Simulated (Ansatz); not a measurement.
# CH2N (doublet): the correlation ladder, def2-TZVPP

An exercise on one series of results from a longer session: the logs are not shown, and one member is left open.

Program: Ansatz 0.2.0, Gaussian basis. Level of theory: def2-TZVPP, core rule «outside noble gas», up to 2 orbitals frozen. These are calculated values, not measurements.

The runs, in order: UHF; ROHF; CCSD(T) on UHF.

2 further runs of the same task are left out: 2 set aside as unsound or not needed.

**What is computed**

The geometry is a PBE0/def2-TZVP stationary point (not a proven minimum).

4 atoms, charge 0, spin multiplicity 2.

Atoms are counted from 1 here; the program's logs count them from 0.

Bond lengths: N1–C2 1.286 Å, N1–H3 1.022 Å, N1–H4 1.022 Å. Angles: C2–N1–H3 123.0°, C2–N1–H4 123.0°, H3–N1–H4 114.0°.

The first run:

The input, in.yaml:

```yaml
crystal:
  periodic: [false, false, false]
  atoms:
    - {symbol: N, position_ang: [0.000000, 0.000000, 0.510827]}
    - {symbol: C, position_ang: [0.000000, 0.000000, -0.774802]}
    - {symbol: H, position_ang: [0.000000, 0.856858, 1.066986]}
    - {symbol: H, position_ang: [0.000000, -0.856858, 1.066986]}
basis:
  gaussian: {orbitals: def2-TZVPP}
magnetization: {spin_polarized: true, initial_magnetization: 1}
hamiltonian: {xc: hf}
output: {orbitals: {seedname: orbitals}}
```

The run is started by

```bash
$ ansatz run in.yaml --threads 1 --pin off --events-out ev --progress --plain --max-ram 2816MiB --backend cpu
```

Steps of the session up to this table: UHF; ROHF; CCSD(T) on UHF.

One of the session's tables, all rows but one given; the rest of the session is left out.

```
  method  from UCCSD(T) (kJ/mol)
    ROHF                       ?
     UHF                  +936.0
    UMP2                   +95.9
   UCCSD                   +37.1
UCCSD(T)                       0
```

**Question.** Estimate the row for ROHF.

As computed: from UCCSD(T) (kJ/mol): +950.1. In the column «from UCCSD(T) (kJ/mol)» it is the highest.

With the free atoms at the same levels and basis (separate runs), the atomisation energy is 13.098 eV at UCCSD(T), 8.973 eV at ROHF.
